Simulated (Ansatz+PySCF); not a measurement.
**singlet LiF in separate pieces: levels of theory in one basis**

```xyz
2

Li    0.0000    0.0000    0.0000
F    30.0000    0.0000    0.0000
```

Basis set: STO-3G (spherical functions). Correlated methods keep 1 orbital frozen. Charge 0, multiplicity 1.

Computed with Ansatz (development build ahead of 0.2.0); each method stands on the lowest determinant of its kind that the runs found. NEVPT2 correlates all electrons. Active spaces start from the frontier orbitals, and the lowest solution found is given.

```json
{"method": "RHF", "E − E(RHF) (eV)": "0.00", "<S²> of the determinant": "0.00"}
{"method": "UHF", "E − E(RHF) (eV)": "-8.30", "<S²> of the determinant": "1.00"}
{"method": "UHF-MP2", "E − E(RHF) (eV)": "-8.31", "<S²> of the determinant": "1.00"}
{"method": "RHF-CCSD(T)", "E − E(RHF) (eV)": "-8.31", "<S²> of the determinant": "–"}
{"method": "UHF-CCSD(T)", "E − E(RHF) (eV)": "-8.31", "<S²> of the determinant": "1.00"}
{"method": "RHF-CCSDT(Q)", "E − E(RHF) (eV)": "-8.31", "<S²> of the determinant": "–"}
{"method": "full CI (lowest root of this spin)", "E − E(RHF) (eV)": "-8.31", "<S²> of the determinant": "–"}
{"method": "CASSCF(6,6)", "E − E(RHF) (eV)": "-8.31", "<S²> of the determinant": "–"}
{"method": "SC-NEVPT2(6,6)", "E − E(RHF) (eV)": "-8.31", "<S²> of the determinant": "–"}
```

At such a shape the full CI root can have another spatial symmetry than the determinants, so the rows needn't describe one state.

(1) Is a single determinant a sound starting point here?

Answers

(1) It is doubtful. Unrestricted orbitals lower Hartree–Fock by 8.30 eV and <S²> is 1.00 where a pure state has 0.00, a sign of strong static correlation. The CASSCF(6,6) natural occupations are 2.00, 2.00, 1.00, 1.00, 0.00, 0.00.

Caution for RHF, RHF-CCSD(T), RHF-CCSDT(Q): an unrestricted determinant lies well below. Caution for UHF, UHF-MP2, UHF-CCSD(T): the unrestricted determinant is a mixture of spin states; the determinant breaks the point group. Caution for UHF-MP2, UHF-CCSD(T): bonds are stretched, where a single reference can fail. Caution for RHF-CCSD(T): very large amplitudes, the method is breaking down. Caution for RHF-CCSD(T), RHF-CCSDT(Q): the amplitudes may be one of several solutions; a plain start can end on a higher determinant. Caution for RHF-CCSDT(Q): large amplitudes, a single reference is doubtful.
